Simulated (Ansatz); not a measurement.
The input, for Ansatz 0.2.0:

```yaml
crystal:
  periodic: [false, false, false]
  atoms:
    - {symbol: In, position_ang: [0.000000, -0.018790, 0.000553]}
    - {symbol: H, position_ang: [0.000000, 2.333049, -0.068435]}
    - {symbol: H, position_ang: [0.000000, -0.144290, -1.663229]}
    - {symbol: H, position_ang: [0.000000, -0.048336, 1.668675]}
basis:
  gaussian: {orbitals: def2-SVP, point_charges: [{charge: -1.00, position_ang: [4.605, 0.450, 0.578]}]}
total_charge: 1
magnetization: {spin_polarized: false, initial_magnetization: 1}
correlation: {method: ccsdt_q_b, electrons: outside_noble_gas, diis_vectors: 1}
accuracy: high
```

```sh
$ ansatz run in.yaml --threads 1 --pin off --events-out ev --progress --plain --max-ram 2393MiB
```

Log:

```
965 factors; integrals over basis functions are off by at most 3.1e-9 eV
mean field evaluation 1: about -5188.4346 eV, gradient 8.2e0 eV
mean field evaluation 2: about -5188.4409 eV, gradient 8.2e0 eV
mean field evaluation 4: about -5189.3470 eV, gradient 4.4e-1 eV
mean field evaluation 8: about -5189.3478 eV, gradient 2.0e-4 eV
mean field evaluation 16: about -5189.3420 eV, gradient 1.1e-1 eV
mean field -5189.34775037 eV, -190.7050123599 hartree, gradient 5.5e-9 eV, S^2 0.750000; 0 other end points of the search recorded, 0 dependent functions left out
9 core orbitals not correlated: weight in the atoms' cores, before any rotation towards them, 0.992 or more for the frozen orbitals, at most 0.005 for the correlated occupied ones
reference -5189.34775037 eV, -190.7050123599 hartree; 3, 2 occupied and 29, 30 virtual orbitals, 965 factors
second order -1.28560699 eV of doubles, -0.00494604 eV of singles
cycle   1  -1.58526714 eV  change   -2.9e-1 eV  update   4.8e-2
cycle   2  -1.74246957 eV  change   -1.6e-1 eV  update   2.2e-2
cycle   3  -1.75600957 eV  change   -1.4e-2 eV  update   7.6e-3
cycle   4  -1.76170704 eV  change   -5.7e-3 eV  update   4.1e-3
cycle   5  -1.76076539 eV  change    9.4e-4 eV  update   1.7e-3
...
cycle  25  -1.75931393 eV  change    3.0e-9 eV  update   2.5e-8
cycle  26  -1.75931393 eV  change   8.5e-10 eV  update   2.0e-8
cycle  27  -1.75931393 eV  change  -9.4e-10 eV  update   1.7e-8
cycle  28  -1.75931393 eV  change   -4.9e-9 eV  update   1.8e-8
cycle  29  -1.75931393 eV  change   2.2e-10 eV  update   1.1e-8
cycle  30  -1.75931393 eV  change    2.8e-9 eV  update   7.1e-9
cycle  31  -1.75931393 eV  change    1.4e-9 eV  update   3.1e-9
cycle  32  -1.75931393 eV  change   9.6e-11 eV  update   1.3e-9
cycle  33  -1.75931393 eV  change  -2.5e-10 eV  update  5.7e-10
cycle  34  -1.75931393 eV  change  -2.5e-10 eV  update  3.4e-10
perturbative correction -0.00048047 eV, -0.0000176571 hartree
Total energy: -5191.10754477 eV, -190.7696836114 hartree
```

Ran on 1 thread of Arm Neoverse V2, shared host: 9 s wall, 0.17 GiB peak host memory.
